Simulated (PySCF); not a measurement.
PySCF input:

```python
from pyscf import gto, scf, dft

mol = gto.M(
    atom='''
    Si    0.00024619   -0.01101351    1.17211551
    Si   -0.00024619    0.01101351   -1.17211551
    H    -0.00038068    1.37523852    1.69966304
    H    -1.20404743   -0.71202958    1.68030332
    H     1.20549084   -0.71075196    1.67980924
    H     0.00038068   -1.37523852   -1.69966304
    H    -1.20549084    0.71075196   -1.67980924
    H     1.20404743    0.71202958   -1.68030332
    ''',
    basis='def2-tzvpd',
    charge=0,
    spin=0,
    verbose=4,
)

mf = dft.RKS(mol, xc='m062x').density_fit(auxbasis='def2-universal-jkfit')
mf.grids.level = 4
mf.conv_tol = 1e-9
mf.max_cycle = 100
mf.max_memory = 1500
mf.kernel()
if not mf.converged:
    mf = mf.newton()
    mf.kernel(mf.make_rdm1())
mf.analyze()
```

Question: Which total energy does the run end on?

Answer: -582.53159 Eh (M06-2X/def2-TZVPD).
